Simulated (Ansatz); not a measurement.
The parent structure is Pt in the fcc (Cu type) structure (space group Fm-3m, No. 225).

```
CELL_PARAMETERS angstrom
      0.00000     1.95913     1.95913
      1.95913     0.00000     1.95913
      1.95913     1.95913     0.00000
ATOMIC_POSITIONS crystal
  Pt 0.00000 0.00000 0.00000
```

Computed with plane-wave PAW DFT at the PBEsol level (Ansatz, an electronic-structure program, 420 eV), no spin-orbit coupling.

Modification: Au takes the place of Pt on all its sites, then cell and atoms are relaxed.

Measured lattice parameter a: Pt 3.913 Å (static lattice; corrected from measurement; as listed in Daniel Mejia-Rodriguez, S. B. Trickey, Phys. Rev. B (2018)); Au 4.062 Å (static lattice; corrected from measurement; as listed in Daniel Mejia-Rodriguez, S. B. Trickey, Phys. Rev. B (2018)).

Question: How well does PBEsol reproduce the measured shift?

Answer: With PBEsol the lattice parameter a moves by +0.165 Å (3.918 → 4.083) against +0.149 Å measured.

No phonon test of stability was made. The final runs are not spin-polarised.
